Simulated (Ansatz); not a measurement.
Os11RuPt3Rh: can entropy hold this alloy together?

Theory: DFT PBE, scalar-relativistic, plane waves, PAW in Ansatz.

Plane waves to 420 eV, a k mesh through Γ of 6×6×6 on the computed 16-atom cell and Gaussian smearing (0.10 eV); no spin polarisation.

Cells of 16 atoms on a fcc lattice, 1 Rh, 3 Pt, 1 Ru, 11 Os, each occupation relaxed without symmetry on a coarser mesh and computed once more. α is the first-shell Warren–Cowley parameter of unlike pairs (negative: unlike neighbours in excess, 0: random), given as its mean and root mean square over the pairs, since a mean near 0 can hide order that cancels. ΔH counts from the elements in their standard crystals.

```csv
cell,mean α,rms α,ΔH (meV/atom),V (Å³/atom),rms shift from sites (Å)
1,-0.06,0.16,114,14.47,0.04
2,-0.19,0.25,138,14.45,0.02
3,0.12,0.43,115,14.47,0.04
```

**Question.** Weigh the mixing energy against the ideal entropy.

**Answer.** Ideal mixing gives S = −k_B Σ x ln x = 0.918 k_B per atom (7.6 J/(mol K)), worth 79 meV/atom at 1000 K. The cell nearest to random, 1, has ΔH = 114 meV/atom. Against the pure elements it breaks even at T = ΔH/S = 1450 K; above that the solution beats the pure elements, but parting into two partly mixed solutions pays up to a higher temperature (2ΔH/k_B, 1.4 times as high, for a regular binary solution at equal shares), and compounds may beat both. ΔH includes the cost of putting the elements on this lattice where they prefer another, and what the coarser relaxation leaves, which can only raise it; vibrational entropy is left out. An error of 8 meV/atom in ΔH, as mesh and relaxation can leave, moves such a temperature by 100 K, and the spread of these cells, 24 meV/atom, by 300 K.

The final mesh leaves forces up to 0.14 eV/Å and stresses up to 0.3 GPa.

Spin–orbit coupling is left out, which can shift energies with elements as heavy as these.

Cost: 6 runs of about 21 core-minutes in all (earlier runs that led there not counted), on Intel Xeon 6975P-C (Granite Rapids) (shared hosts).